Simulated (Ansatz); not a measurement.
System: 2H MoS2. Method: PBE-D4 (Ansatz, a first-principles code, plane waves, PAW).

Rigid layers of the crystal as relaxed at this level are moved apart or together:

```csv
run,k mesh,layer repeat (Å),energy against free layers (meV/Å²),gap on the mesh (eV)
1,12×12×4,5.845,-24.46,0.576
2,12×12×4,5.995,-26.44,0.734
3,12×12×4,6.145,-26.58,0.879
4,12×12×4,6.345,-25.12,1.054
5,12×12×4,6.645,-21.42,1.276
6,12×12×4,7.145,-14.99,1.550
7,12×12×2,8.145,-6.85,1.741
8,12×12×2,10.145,-1.84,1.773
```

The lowest energy of these points lies at a layer repeat of 6.14 Å.

Spin–orbit coupling is not included.
